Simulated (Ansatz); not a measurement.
Born–Oppenheimer molecular dynamics of AlH$_{7}$OSi (10 atoms, charge 0, multiplicity 1). It starts at the highest image of a converged band. Of that band: Neighbouring images differ by up to 1.7 eV, so the band resolves the path poorly. A vibrational analysis at the climbing image gives one clearly imaginary mode, 1202i cm⁻¹: a first-order saddle point.

The calculation used Ansatz, RKS PBE0/def2-SVPD.

```json
{
  "ensemble": "NVE (velocity Verlet)",
  "time step": "0.5 fs",
  "steps asked": "200",
  "starting velocities drawn for": "100 K",
  "seed": "4729"
}
```

First frame:

```xyz
10
Properties=species:S:1:pos:R:3
Si -0.039 -0.040 0.010
H -0.416 0.873 1.466
H 1.049 -0.735 0.762
H 0.381 1.236 -0.646
H -0.247 -0.960 -1.181
O -1.826 -0.319 0.483
Al -3.282 -1.171 -0.001
H -3.221 -2.086 -1.281
H -4.528 -0.915 0.931
H -1.440 0.378 1.267
```

Task: How far do the bonds stretch over the last three quarters of this one trajectory? (Pairs bonded in most of those frames.)

Result: 
```
  bond  mean (Å)  spread (Å)  shortest  longest
Si1–H3     1.503       0.054      1.42     1.58
Si1–H4     1.495       0.012      1.48     1.52
Si1–H5     1.502       0.012      1.48     1.52
Si1–O6     1.663       0.073      1.55     1.80
H2–H10     0.769       0.050      0.69     0.84
O6–Al7     1.725       0.075      1.58     1.85
Al7–H8     1.585       0.004      1.58     1.59
Al7–H9     1.579       0.014      1.56     1.60
```

Mean temperature of the second half: 1689 K. The conserved energy stayed within 0.3 meV per atom of its start (net change -0.1 meV per atom), so the integration is sound. The kinetic energy rose, since the run started high on the potential surface and went downhill. It ends in pieces (AlH5OSi + H2), so much of that is their flight and rotation, not heat. A run of 0.1 ps of so small a system gives no equilibrium averages. The orbitals stay closed-shell, which can raise the energy where a bond breaks towards radicals; this wasn't checked here.

Time of the run: 3.9 min on 4 threads of Arm Neoverse V2 (shared host), peak memory 0.34 GiB.
